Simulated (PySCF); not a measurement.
Species: C2H2ClN3.
Structure used (PBE0-D3(BJ)/def2-SVP), in Å, numbered top down from 1:
```
atom  x, y, z in Å
Cl1    0.7420    2.1088    0.7932
C2     0.2455    0.6065    0.1799
C3     0.5377   -0.0784   -0.9791
N4    -0.1481   -1.2468   -0.9499
N5    -0.8345   -1.3244    0.1395
N6    -0.6088   -0.2118    0.8350
H7     1.1864    0.2077   -1.8025
H8    -1.0528   -0.0631    1.7342
```

Computed with core-valence-separated Tamm–Dancoff BHandHLYP/aug-pcX-1 (pcseg-1 on H, def2-SVPD on Cl) in PySCF, non-relativistic, gas phase, PBE0-D3(BJ)/def2-SVP geometry. No empirical shift is added; at this level the pattern usually sits a few eV under experiment.

List the carbon K-edge absorption lines.

| E (eV) | f | core hole on | main final orbital | polarisation |
| --- | --- | --- | --- | --- |
| 284.38 | 0.0615 | C3 | LUMO+4 (36 %) | out of plane |
| 285.42 | 0.0674 | C2 | LUMO+1 (72 %) | out of plane |
| 286.03 | 0.0016 | C3 | LUMO+1 (84 %) | out of plane |
| 286.49 | 0.0537 | C2 | LUMO+2 (46 %) | in plane |
| 286.86 | 0.0199 | C3 | LUMO+3 (55 %) | in plane |
| 287.39 | 0.0010 | C3 | LUMO+2 (41 %) | – |
| 287.88 | 0.0035 | C3 | LUMO (48 %) | in plane |
| 288.51 | 0.0120 | C3 | LUMO+4/LUMO+5 (2 roots, f summed) | mixed |
| 288.71 | 0.0003 | C3 | LUMO+6 (73 %) | – |

The first line with a tenth or more of the strongest one's intensity is at 284.38 eV (f = 0.062), with the hole on C3 (aromatic CH next to a ring nitrogen), polarised out of plane: a 1s→π* resonance. The strongest listed is at 285.42 eV (f = 0.067; C2, 1s→π*).

List the nitrogen K-edge absorption lines.

```tsv
E (eV)	f	core hole on	main final orbital	polarisation
397.36	0.0627	N4	LUMO+1 (45 %)	out of plane
398.00	0.0653	N5	LUMO+1 (80 %)	out of plane
400.09	0.0428	N6	LUMO+1 (92 %)	out of plane
401.27	0.0032	N4	LUMO+1 (52 %)	out of plane
402.00	0.0257	N6	LUMO (52 %)	in plane
402.16	0.0004	N4	LUMO (56 %)	–
402.44	0.0067	N4	LUMO+2 (50 %)	in plane
402.61	0.0217	N5	LUMO (69 %)	in plane
402.68	0.0050	N4	LUMO+3 (59 %)	in plane
403.03	0.0200	N5	LUMO+2 (58 %)	in plane
403.19	0.0022	N4	LUMO+5 (39 %)	in plane
403.20	0.0002	N5	LUMO+4 (64 %)	–
403.53	0.0000	N4	LUMO+7 (51 %)	–
403.64	0.0017	N4	LUMO+8 (35 %)	in plane
403.66	0.0024	N6	LUMO+2 (44 %)	in plane
```

The first line with a tenth or more of the strongest one's intensity is at 397.36 eV (f = 0.063), with the hole on N4 (pyridine-type nitrogen), polarised out of plane: a 1s→π* resonance. The strongest listed is at 398.00 eV (f = 0.065; N5, 1s→π*).

Roots within 0.03 eV whose holes lie on the same, on equivalent or on shared atoms are summed into one line, and the highest roots are left out, as the search may have cut off their partners. Final orbitals are the ground state's empty Kohn–Sham orbitals. A dash: too weak, shared between unlike atoms, or no plane or axis to refer to.

What are the wavelength and the wavenumber of the 284.38 eV line?

λ = 12398.42 eV Å/284.38 eV = 43.598 Å; 2.2937 × 10⁶ cm⁻¹.

The list ends where the root search ended, not at a threshold.

Time: 8.4 s of wall time; peak memory 0.79 GiB. Hardware: AMD EPYC 7R43, one thread (shared host).
